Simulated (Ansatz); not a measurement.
Match the barriers

Saddle point of Si2H8O, singlet (Si₂H₆O ([OH][SiH2][SiH3]) + H₂ → Si₂H₆ ([SiH3][SiH3]) + H₂O; bonds formed: Si1–H7, O2–H6; bonds broken: Si1–O2, H6–H7), PBE0-D4/def2-TZVP structure:

Si1  (-0.230, -0.650, -0.121)
O2  (0.963, -0.790, -1.559)
H3  (-0.335, -1.853, 0.747)
H4  (-1.361, -0.848, -1.104)
Si5  (-0.703, 1.381, 0.927)
H6  (1.637, -0.729, -0.679)
H7  (1.444, -0.443, 0.441)
H8  (0.939, -1.594, -2.094)
H9  (-0.114, 2.476, 0.108)
H10  (-2.165, 1.637, 1.058)
H11  (-0.074, 1.414, 2.274)
(Å)

Program: Ansatz 0.2.0. Basis: def2-TZVPP, with def2-QZVPP for the basis limit. Cores are frozen in the correlated methods. Extrapolation: Hartree–Fock as exp(−7.88 √X), correlation as X^−2.97. Four methods, as single points on the PBE0-D4 structures, gave these electronic barriers from the start structure: 43.82, 48.05, 53.66, 67.66 kcal/mol.

Q: The methods were, in alphabetical order, CCSD(T), HF, PBE-D4, r2SCAN-D4. Which gave which? (Judge from chemistry; the calculation decides.)

A: The calculation gives: PBE-D4 43.82; r2SCAN-D4 48.05; CCSD(T) 53.66; HF 67.66 kcal/mol. For comparison, CCSD(T) at an estimated basis limit (MP2 extrapolated from triple and quadruple zeta, plus CCSD(T) − MP2 in triple zeta) gives 53.67 kcal/mol.

No T1 diagnostic of these runs exceeds 0.014.

Labels in which every atom is bracketed show which atoms are joined, not bond orders.

For scale, one of the runs: CCSD(T)/def2-TZVPP, 227 basis functions, launched by `ansatz run in.yaml --threads 4 --pin off --events-out ev --progress --plain --max-ram 9574MiB`. Time: 57 s of wall clock on 4 CPU threads of an Arm Neoverse V1; the host was shared. Peak host memory: 3.5 GiB.
